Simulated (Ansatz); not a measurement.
The same path of CH6OSi (9 atoms, charge 0, multiplicity 1) was run twice with different band settings. Lost on the way: Si1–H7. Made: O2–H7.

These are results of Ansatz, RKS PBE-D4/def2-SVP, not measurements.

Relaxed end points:

```xyz
9
Properties=species:S:1:pos:R:3
Si 0.382 0.023 -0.039
O 0.744 -0.270 1.575
C -0.259 -0.402 2.562
H -0.960 -1.244 2.346
H 0.230 -0.608 3.537
H -0.868 0.527 2.675
H 1.697 0.094 -0.753
H -0.370 1.322 -0.204
H -0.465 -1.085 -0.618
```

```xyz
9
Properties=species:S:1:pos:R:3
Si 0.189 0.306 -0.671
O 0.863 -0.029 1.224
C -0.045 -0.400 2.282
H -0.539 -1.369 2.064
H 0.500 -0.439 3.248
H -0.811 0.395 2.313
H 1.604 -0.663 1.169
H -0.762 1.375 -0.079
H -0.869 -0.818 -0.473
```

Common settings: movable images 7; climbing image yes; spring 5.0 eV/Å²; optimiser quadratic models (default); force threshold 0.05 eV/Å; iteration limit 60; end points relaxed.

| run | start path |
| --- | --- |
| 1 | through a guess of the saddle point |
| 2 | straight line |

Task: What does each run give, and how far can it be trusted?

Result: Run 1: converged after 16 iterations, highest image 2.802 eV above the first end. Beside the main top the profile has a ripple of under 15 meV (maxima at images 1, 5), which may be a very shallow well or noise. Neighbouring images differ by up to 2.2 eV, so the band resolves the path poorly. A vibrational analysis at the climbing image gives one clearly imaginary mode, 1259i cm⁻¹: a first-order saddle point.
Run 2: converged after 20 iterations, highest image 2.802 eV above the first end. The profile has 3 maxima (images 1, 3, 5) with wells between them (images 2, 4): this band takes more than one step, which may be the mechanism or a detour left from its start path. Neighbouring images differ by up to 2.8 eV, so the band resolves the path poorly. Another band between the same ends (7 images) ends at a top of the same energy, where a vibrational analysis finds 1 clearly imaginary mode.
The orbitals stay closed-shell, which can raise the energy where a bond breaks towards radicals; this wasn't checked here.
